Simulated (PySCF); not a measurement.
Reaction (SMILES): C(=C)Cl → [C-](=C)Cl + H+
B3LYP-D3(BJ)/def2-TZVP geometries, fixed; electronic energies without zero-point terms.

Effect of the auxiliary basis of density fitting at HF/def2-SVP with PySCF, against the last row, where the deprotonation energy is 401.63 kcal/mol. The proton leaves the site shown, which need not be the most acidic.

```
setting                                fitting functions, largest species  largest shift of a total energy (mEh)  shift of the deprotonation energy (kcal/mol)
-------------------------------------  ----------------------------------  -------------------------------------  --------------------------------------------
density fitting: autoaux                                              434                                  0.273                                         0.031
density fitting: def2-universal-jkfit                                 332                                  0.113                                         0.028
density fitting: cc-pvtz-jkfit                                        369                                  0.011                                        -0.006
density fitting: cc-pvqz-jkfit                                        513                                 -0.032                                        -0.009
density fitting: none                                                   -                                  0.000                                         0.000
```

Within 0.02 kcal/mol in the deprotonation energy: density fitting: cc-pvtz-jkfit; density fitting: cc-pvqz-jkfit. The largest shift is 0.273 mEh in a total energy and 0.031 kcal/mol in the difference.
